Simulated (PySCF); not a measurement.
BH6P.
SMILES with atom numbers: `[BH3-:1][PH3+:2]` (hydrogens: H3, H4, H5 on B1; H6, H7, H8 on P2)

Computed by this run: PBE0-D3(BJ)/def2-SVP geometry optimisation, gas phase (PySCF 2.14.0); density fitting, grid level 1; the optimiser is geomeTRIC in internal coordinates, started from a GFN2-xTB structure with every atom displaced at random (about 0.01 Å).

Step 0: E = -10054.0486 eV
```
atom  x, y, z in Å  |  force x, y, z in eV/Å
B1     -1.0816   -0.0839   -0.0150   -0.328   0.910  -0.141
P2      0.7955    0.0396    0.0062    0.314   0.261  -0.088
H3     -1.4822    0.8021    0.7103    0.092   0.126   0.170
H4     -1.3658    0.1310   -1.1612   -0.072   0.019  -0.495
H5     -1.3546   -1.1635    0.3573   -0.122  -1.032   0.342
H6      1.4970   -0.1231    1.1906    0.190  -0.149   0.808
H7      1.5781   -0.8294   -0.7494    0.101  -0.539  -0.439
H8      1.4687    1.2079   -0.3913   -0.176   0.403  -0.157
```

**Question.** Estimate the geometry and energy of step 1. (The exact step hangs on the optimiser's Hessian estimate; all steps are aligned on step 0, rigid shifts and turns removed.)

**Answer.** E = -10054.1482 eV, largest force 0.282 eV/Å
```
atom  x, y, z in Å  |  force x, y, z in eV/Å
B1     -1.0934   -0.0637   -0.0250   -0.071  -0.266   0.061
P2      0.8228    0.0323    0.0217    0.188   0.039  -0.021
H3     -1.4532    0.8222    0.7257   -0.006   0.077   0.072
H4     -1.3525    0.1405   -1.1987    0.022   0.000  -0.044
H5     -1.3572   -1.1978    0.3616    0.037   0.133  -0.044
H6      1.5172   -0.1296    1.2535   -0.115  -0.001  -0.088
H7      1.5669   -0.8740   -0.7810   -0.069   0.036   0.049
H8      1.4045    1.2511   -0.4103    0.013  -0.018   0.014
```

The energy changes by -0.0995 eV. The first-order estimate −F·Δx gives -0.2159 eV and the mean of the old and new forces, exact on a quadratic surface, -0.1014 eV. The step makes an angle of 41° with the force vector and moves no atom by more than 0.080 Å.

What follows is the cost of the whole optimisation. The run took 4.7 s of wall time on an Arm Neoverse V2 with one thread, no GPU, on a shared host, and the process peaked at 0.29 GiB of memory.
